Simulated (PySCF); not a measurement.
**Magnetisability: SMILES C=CP(C)(C)=N, C4H10NP**

Geometry:
| atom | x (Å) | y (Å) | z (Å) |
| --- | --- | --- | --- |
| C1 | -1.619 | -1.411 | 1.145 |
| C2 | -0.701 | -1.375 | 0.175 |
| P3 | 0.118 | 0.106 | -0.501 |
| C4 | 1.883 | -0.212 | -0.265 |
| C5 | -0.283 | 1.423 | 0.707 |
| N6 | -0.106 | 0.391 | -2.031 |
| H7 | -2.129 | -2.340 | 1.416 |
| H8 | -1.906 | -0.519 | 1.710 |
| H9 | -0.460 | -2.292 | -0.379 |
| H10 | 2.158 | -1.088 | -0.869 |
| H11 | 2.438 | 0.656 | -0.647 |
| H12 | 2.129 | -0.390 | 0.791 |
| H13 | 0.268 | 2.324 | 0.401 |
| H14 | -1.358 | 1.650 | 0.663 |
| H15 | -0.006 | 1.155 | 1.738 |
| H16 | -1.082 | 0.537 | -2.284 |

Method used: GIAO OPBE/pcseg-1 magnetisability, non-relativistic, IEF-PCM tetrahydrofuran (PySCF). Geometry: PBE0-D3(BJ)/def2-SVP.

Q: How diamagnetic is it, and how anisotropic?

A: Isotropic -1165 × 10⁻³⁰ J/T², or -70.2 × 10⁻⁶ cm³/mol; principal values -1289, -1124, -1083 × 10⁻³⁰ J/T², anisotropy 188 × 10⁻³⁰ J/T² (root of half the summed squared differences of the principal values). The susceptibility is in cgs units.

Q: Split it along the inertial axes a, b, c into diamagnetic and paramagnetic parts about the centre of mass, with the quadrupole moment.

A: 
```tsv
axis	χ (10⁻⁶ cm³/mol)	diamagnetic (10⁻⁶ cm³/mol)	paramagnetic (10⁻⁶ cm³/mol)	summed x² of all electrons (Å²)	quadrupole Θ (D Å)
a	-67.1	-449.8	382.6	107.0	-2.85
b	-66.5	-664.4	597.8	56.4	+2.32
c	-76.9	-693.0	616.1	49.6	+0.53
```
Anisotropies 2χaa − χbb − χcc = +9.1 and 2χbb − χaa − χcc = +11.0 × 10⁻⁶ cm³/mol. Θ is traceless in Buckingham's convention.
